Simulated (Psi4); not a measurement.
Psi4 input (wB97X-D/6-31G*):

```
memory 1500 MB

molecule {
1 2
Cl   -0.00000000   -0.00000000   -0.07122178
H     0.00000000    0.00000000    1.21077034
symmetry c1
no_reorient
no_com
}

set {
  basis 6-31G*
  reference uks
  scf_type pk
  dft_radial_points 99
  dft_spherical_points 590
  e_convergence 1e-8
  d_convergence 1e-7
  maxiter 150
}

e = energy('wb97x-d')
print_out(f'\nFINAL {e:.10f} DIPOLE {variable("CURRENT DIPOLE")[0]:.6f} {variable("CURRENT DIPOLE")[1]:.6f} {variable("CURRENT DIPOLE")[2]:.6f}\n')
```

### Question
What final total energy does it give?

### Answer
-460.30915 Eh.
